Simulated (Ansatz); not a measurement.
A made-up structure of SiH2S2, singlet:

| atom | x (Å) | y (Å) | z (Å) |
| --- | --- | --- | --- |
| S1 | -1.8756 | 0.6320 | 0.7794 |
| Si2 | -0.4913 | -0.3089 | -0.1972 |
| S3 | 1.5730 | 0.0519 | -0.1614 |
| H4 | 2.5655 | -0.8631 | -0.3265 |
| H5 | 1.4575 | 1.0681 | 0.7133 |

It is relaxed with PBE-D4/def2-SVP and then PBE0-D4/def2-TZVP (Ansatz 0.2.0). Atoms count as bonded within 1.22 times the sum of their covalent radii (H–H: 0.88 Å). The end point is not checked to be a true minimum.

**Question.** Does its bonding change? (A judgement: the text doesn't fix the answer.)

**Answer.** Computed: Yes. Formed: none; broken: Si2–S3.

Where it ends: The first stage lowers the energy by 2.87 eV in 16 steps. It ends as a complex of H₂S + SiS:
S1  (-1.519, 0.376, 1.115)
Si2  (-1.032, -0.457, -0.573)
S3  (2.009, 0.304, -0.521)
H4  (2.201, -0.732, 0.311)
H5  (1.571, 1.090, 0.475)
(Å)

For scale, one of the runs: PBE0-D4/def2-TZVP relaxation, 123 basis functions, launched by `ansatz run in.yaml --threads 2 --pin off --events-out ev --progress --plain --max-ram 4352MiB`. Hardware: 2 CPU threads of an Arm Neoverse V2, shared host. Wall time about 15 s.
